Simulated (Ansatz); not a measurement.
# SiH3Cl: a ladder of functionals and wavefunction methods

Aim: compute SiH3Cl with functionals from several rungs and with coupled cluster. The yardstick is the atomisation energy at the CCSD(T) limit.

Program: Ansatz 0.2.0, Gaussian basis. Level of theory: functionals in def2-TZVPP, the program's frozen cores in correlated methods. These are calculated values, not measurements.

Plan: LDA (SPW92), PBE-D4, revPBE-D4, BLYP-D4, r2SCAN-D4, B97M-V, PBE0-D4, B3LYP-D4, r2SCANh-D4, r2SCAN0-D4, HSE06-D4, BHLYP-D4, CAM-B3LYP-D4, LC-ωPBE, ωB97X-V, ωB97M-V, B2PLYP, PBE-QIDH; CCSD(T)/def2-SVP; CCSD(T)/def2-TZVPP; CCSD(T)/def2-QZVPP; extrapolation to the limit; RPA on PBE.

**1. The geometry**

The geometry comes from an earlier relaxation with PBE0-D4 in a triple-zeta def2 set; it is a stationary point.

SMILES `[SiH3]Cl`, 5 atoms, charge 0, spin multiplicity 1.

Atoms are counted from 1 here; the program's logs count them from 0.

Bond lengths: Si1–Cl2 2.054 Å, Si1–H3 1.481 Å, Si1–H4 1.481 Å, Si1–H5 1.481 Å. Angles: Cl2–Si1–H3 108.5°, Cl2–Si1–H4 108.5°, Cl2–Si1–H5 108.5°, H3–Si1–H4 110.4°, H3–Si1–H5 110.4°, H4–Si1–H5 110.4°.

Geometry (Å):

```tsv
atom	x (Å)	y (Å)	z (Å)
Si1	-0.11203	0.01856	-0.03086
Cl2	1.83826	-0.51352	0.32987
H3	-0.95093	-0.48828	1.07907
H4	-0.53471	-0.58573	-1.31491
H5	-0.19079	1.49536	-0.10467
```

**2. LDA**

This LDA is Slater exchange with PW92 correlation.

Contents of in.yaml:

```yaml
crystal:
  periodic: [false, false, false]
  atoms:
    - {symbol: Si, position_ang: [-0.112033, 0.018561, -0.030864]}
    - {symbol: Cl, position_ang: [1.838264, -0.513519, 0.329870]}
    - {symbol: H, position_ang: [-0.950928, -0.488276, 1.079072]}
    - {symbol: H, position_ang: [-0.534709, -0.585728, -1.314907]}
    - {symbol: H, position_ang: [-0.190794, 1.495362, -0.104671]}
basis:
  gaussian: {orbitals: def2-TZVPP}
hamiltonian: {xc: lda}
output: {orbitals: {seedname: orbitals}}
```

After this run come: PBE-D4 (GGA); revPBE-D4 (GGA); BLYP-D4 (GGA); r2SCAN-D4 (meta-GGA); B97M-V (meta-GGA); PBE0-D4 (hybrid); B3LYP-D4 (hybrid); r2SCANh-D4 (hybrid); r2SCAN0-D4 (hybrid); HSE06-D4 (hybrid); BHLYP-D4 (hybrid); CAM-B3LYP-D4 (range-separated); LC-ωPBE-D4 (range-separated); ωB97X-V (range-separated); ωB97M-V (range-separated); B2PLYP (double hybrid); PBE-QIDH (double hybrid); CCSD(T) in def2-SVP; CCSD(T) in def2-TZVPP; CCSD(T) in def2-QZVPP; RPA on PBE orbitals.

Q: Predict the results of all the runs planned. Wanted: atomisation energy, CCSD(T)/CBS; farthest beyond LDA; mean size of error, GGA; mean size of error, meta-GGA; mean size of error, hybrid; mean size of error, range-separated; mean size of error, double hybrid; gap, smallest and largest; T1 diagnostic.

The runs gave:

```
                               quantity                                      value
        atomisation energy, CCSD(T)/CBS                              1426.2 kJ/mol
  functionals within 7.1 kJ/mol (0.5 %)                   B97M-V, ωB97X-V, ωB97M-V
                    farthest beyond LDA                   revPBE-D4 (-49.6 kJ/mol)
                mean size of error, GGA                                38.9 kJ/mol
           mean size of error, meta-GGA                                 6.6 kJ/mol
             mean size of error, hybrid                                22.1 kJ/mol
    mean size of error, range-separated                                13.1 kJ/mol
      mean size of error, double hybrid                                26.6 kJ/mol
              gap, smallest and largest  6.49 eV (LDA (SPW92)), 13.95 eV (LC-ωPBE)
                          T1 diagnostic                                     0.0086
triples share of the correlation energy                                      3.4 %
```

What this shows: The LDA atomisation energy is off by 122.6 kJ/mol (9 %): it overbinds. PBE-D4 is off by -31.7 kJ/mol. Double hybrids carry the basis error of their MP2 part in triple zeta, and no dispersion term here, so their miss is partly the set-up's. By mean error the best rung here is meta-GGA (6.6 kJ/mol) and the worst beyond LDA is GGA (38.9 kJ/mol). Misses under about 7.1 kJ/mol are within the doubt on the reference itself, which lacks core-valence correlation, relativity and higher excitations. Hartree-Fock recovers 78 % of the binding; the rest is correlation. CCSD(T) in def2-SVP is off by -111.2 kJ/mol, more than most functionals: a good method in a small basis is no reference. The gap grows from 6.5 to 14.0 eV across the functionals, mostly with the share of exact exchange.
